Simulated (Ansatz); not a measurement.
Diamond-structure Si was calculated with HSE06 (Ansatz, a first-principles code, PAW).

Settings: plane-wave cutoff 520 eV, 8×8×8 k mesh, scalar-relativistic PAW data made under PBE.

Cell (relaxed at this level):

```cif
data_Si8
_chemical_formula_sum 'Si8'
_space_group_name_H-M_alt 'Fd-3m :1'
_space_group_IT_number 227
_space_group_name_Hall 'F 4d 2 3 -1d'
_cell_length_a 5.43957
_cell_length_b 5.43957
_cell_length_c 5.43957
_cell_angle_alpha 90.000
_cell_angle_beta 90.000
_cell_angle_gamma 90.000
loop_
_atom_site_label
_atom_site_type_symbol
_atom_site_symmetry_multiplicity
_atom_site_Wyckoff_symbol
_atom_site_fract_x
_atom_site_fract_y
_atom_site_fract_z
_atom_site_occupancy
Si1 Si 8 a 0.00000 0.00000 0.00000 1
```
(The calculation used a cell of 2 atoms; values per cell refer to that cell.)

What does this level give for the elastic constant C11, Young modulus, elastic constant C44, Voigt–Reuss–Hill bulk modulus and elastic constant C12?


- elastic constant C11: 169 GPa
- Young modulus: 167 GPa
- elastic constant C44: 81.4 GPa
- Voigt–Reuss–Hill bulk modulus: 98.4 GPa
- elastic constant C12: 63.0 GPa

Measured, for comparison: elastic constant C11 168 GPa, elastic constant C44 80.2 GPa, elastic constant C12 64.9 GPa (low temperature, zero-point motion not removed; as tabulated in Tanner et al. (2021), arXiv:2110.11888). Computed (rounded) less measured: elastic constant C11 +0.6 %, elastic constant C44 +1 %, elastic constant C12 -3 %.

Elastic constants are with the ions relaxed.

The computed numbers hold no vibrational or temperature effects.

It cost very roughly 27 core-minutes of CPU time.
